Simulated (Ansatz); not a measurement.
# AlBH (doublet): from Hartree-Fock to the top rungs at distance B1–Al2 = 1.914 Å, 6-31G

How much of the correlation energy of AlBH (doublet) does each wave-function method recover here?

Computed with Ansatz 0.2.0, Gaussian basis. Level: 6-31G, core rule «outside noble gas», up to 6 orbitals frozen.

Plan: UHF; CCSD(T) on ROHF; CCSD(T) on UHF; BCCD(T) on ROHF; CISD; CCSDT(Q) on ROHF; CCSDT(Q) on UHF; CCSDTQ on ROHF; CCSDTQ on UHF; CASSCF and MRCISD+Q, 3 electrons in 3 orbitals; CASSCF and NEVPT2, 3 electrons in 3 orbitals; CASSCF and MRCISD+Q, 7 electrons in 9 orbitals; CASSCF and NEVPT2, 7 electrons in 9 orbitals; Full CI.

15 further runs of the same task are left out: 10 that didn't finish, 5 set aside as unsound or not needed.

### 1 What is computed

The geometry derives from a PBE0/def2-TZVP stationary point (not a proven minimum). One bond is set to the value named and the two fragments are kept rigid.

3 atoms, charge 0, spin multiplicity 2.

Atoms are counted from 1 here; the program's logs count them from 0.

Bond lengths: B1–Al2 1.914 Å, B1–H3 1.196 Å. Angles: Al2–B1–H3 167.9°.

### 2 UHF

Contents of in.yaml:

```yaml
crystal:
  periodic: [false, false, false]
  atoms:
    - {symbol: B, position_ang: [0.000000, -0.090081, 0.245634]}
    - {symbol: Al, position_ang: [0.000000, -0.037152, -1.667634]}
    - {symbol: H, position_ang: [0.000000, 0.127234, 1.421999]}
basis:
  gaussian: {orbitals: 6-31G}
magnetization: {spin_polarized: true, initial_magnetization: 1}
hamiltonian: {xc: hf}
output: {orbitals: {seedname: orbitals}}
```

The run is started by

```sh
$ ansatz run in.yaml --threads 1 --pin off --events-out ev --progress --plain --max-ram 2393MiB
```

After this run come: CCSD(T) on ROHF; CCSD(T) on UHF; BCCD(T) on ROHF; CISD; CCSDT(Q) on ROHF; CCSDT(Q) on UHF; CCSDTQ on ROHF; CCSDTQ on UHF; CASSCF and MRCISD+Q, 3 electrons in 3 orbitals; CASSCF and NEVPT2, 3 electrons in 3 orbitals; CASSCF and MRCISD+Q, 7 electrons in 9 orbitals; CASSCF and NEVPT2, 7 electrons in 9 orbitals; Full CI.

Q: Predict the results of all the runs planned. Wanted: FCI from the RHF energy; RMP2 from FCI; UMP2 from FCI; RCCSD from FCI; RCCSD(T) from FCI; UCCSD(T) from FCI; RCCSDT(Q) from FCI; UCCSDT(Q) from FCI; MRCISD+Q pair from FCI.

The runs gave:

| quantity | value |
| --- | --- |
| FCI from the ROHF energy | -2.4978 eV |
| RMP2 from FCI | +846.8 meV |
| UMP2 from FCI | +732.2 meV |
| RCCSD from FCI | +87.0 meV |
| RCCSD(T) from FCI | +33.1 meV |
| UCCSD(T) from FCI | -84.5 meV |
| RCCSDT(Q) from FCI | +1.3 meV |
| UCCSDT(Q) from FCI | +1.8 meV |
| MRCISD+Q pair from FCI | +15.7 meV |
| NEVPT2 valence from FCI | +200.2 meV |
| MRCISD+Q valence from FCI | +5.8 meV |
| levels within 1 kcal/mol (43 meV) | UCCSD, RCCSD(T), BCCD(T), RCCSDT, UCCSDT, RCCSDT(Q), UCCSDT(Q), RCCSDTQ, UCCSDTQ, MRCISD+Q pair, MRCISD valence, MRCISD+Q valence |
| T1 diagnostic | 0.042 |
| effectively unpaired electrons | 1.16 |

RCCSD(T) misses by +33.1 meV, 1.3 % of the correlation energy. CCSD(T) misses by +33.1 meV on the restricted determinant and by -84.5 meV on the unrestricted one; the two need not hold the same state or core. UCCSD(T) falls below full CI: unrestricted runs freeze a spin-polarised core, another one than full CI's, and coupled cluster isn't variational. The occupations are near whole numbers, but T1 = 0.042 shows that the orbitals relax strongly. Of the multireference levels listed MRCISD+Q valence comes nearest in total energy (+5.8 meV), which doesn't show that its space is the better one. These misses are within one basis, not against nature; the frozen cores of restricted and unrestricted runs differ, which can shift their rows.

Levels on UHF freeze UHF's core orbitals, full CI those of ROHF, so the U rows can settle a little off it for that reason alone.

With open shells the CI space here admits some triples and quadruples, so it is larger than plain CISD.
